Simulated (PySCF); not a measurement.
# Worked example: building the atomization energy of SiO, singlet

Measured: the G2/97 heats of formation, with zero-point and thermal terms from B3LYP taken off, give an electronic atomization energy of 192.3 kcal/mol (Curtiss et al., J. Chem. Phys. 106, 1063 (1997); Staroverov et al., J. Chem. Phys. 119, 12129 (2003)). The calculation below tries to reproduce it.

Geometry (MP2(full)/6-31G*, from the G2/97 set):

```xyz
2

Si    0.0000    0.0000    0.0000
O     0.0000    0.0000    1.5423
```

Atomization energies (atoms less molecule, kcal/mol) from PySCF 2.14.0, frozen cores, restricted molecule, unrestricted atoms (their steps beyond CCSDT from full CI of the atoms), sets cc-pV(D+d)Z, cc-pV(T+d)Z, cc-pV(Q+d)Z:

```tsv
level	DZ	TZ	QZ
HF	97.40	107.43	108.50
CCSD(T)	166.47	182.62	187.61
CCSDT	166.56	182.10	–
CCSDT(Q)	167.63	183.19	–
```

Question: Extrapolate Hartree–Fock with exp(−5.46 √X) and the CCSD(T) correlation part with X⁻³ (X = 3, 4), add each higher step from the largest set that has it, and compare with the measured value.

Answer: Hartree–Fock: 108.50 + (108.50 − 107.43) × 0.301 = 108.82.
Correlation: TZ 75.19, QZ 79.11; (64 × 79.11 − 27 × 75.19) / 37 = 81.97.
Full triples (TZ): 182.10 − 182.62 = -0.52.
(Q) (TZ): 183.19 − 182.10 = 1.09.
Sum: 191.4 kcal/mol, 0.9 below the measured 192.3.

The steps beyond CCSD(T) add 0.57 kcal/mol, while going from QZ to the limit adds 3.18. Core correlation, scalar relativity, spin–orbit terms and the relaxation from this MP2 geometry are missing from the sum, and the measured value has its own uncertainty.
